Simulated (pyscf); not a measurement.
Optimised with ωB97X-D3(BJ)/def2-SVP in PySCF.

Task: For H₂N–NH₂ + silylene (SiH₂) [singlet] → HN=SiH₂ + ammonia (NH₃), a concerted two-bond exchange (singlet surface; N–N, H–N broken, N–Si, H–N formed), PBE/def2-TZVP gives ΔE‡ = -15.4 kcal/mol and ΔE = -56.2 kcal/mol (zero: the separated reactants). In which direction and how far do r²SCAN/def2-TZVP, PBE0-D3(BJ)/def2-TZVP, ωB97M-D3(BJ)/def2-TZVP move these?

Result: r²SCAN: ΔE‡ = -15.1 kcal/mol, ΔE = -61.0 kcal/mol; PBE0-D3(BJ): ΔE‡ = -2.3 kcal/mol, ΔE = -54.2 kcal/mol; ωB97M-D3(BJ): ΔE‡ = 11.0 kcal/mol, ΔE = -53.8 kcal/mol. PBE's barrier lies under all of them, by 0.3 to 26.4 kcal/mol. Its reaction energy lies among theirs. On the reactant side the descent ends in an adduct with a N–Si contact, 36.5 kcal/mol under the separated species and 48.1 kcal/mol under the saddle at ωB97X-D3(BJ)/def2-TZVP. At PBE, r²SCAN, PBE0-D3(BJ) the saddle lies under the separated reactants, which points to a path from their complex (located at ωB97X-D3(BJ) alone). What is counted as formed (N–Si) is already present as a longer contact in the reactant adduct; forming that adduct is a step of its own. The products may also form a dative adduct at HN=SiH₂; it and routes through it were not searched. The same reactants have a lower exit, to H₂N–NH–SiH: [singlet] + H₂ (barrier +2.5 kcal/mol at ωB97M-D3(BJ)/def2-TZVP, against +11.0 kcal/mol here). HN=SiH₂ lies 18.2 kcal/mol over its isomer H₂N–SiH: [singlet] (electronic energy, ωB97M-D3(BJ)/def2-TZVP). This is the saddle that the search found; another between the same sides may lie lower. A restricted solution here is unstable towards spin polarisation, so biradical character is likely and single-reference numbers are less safe.
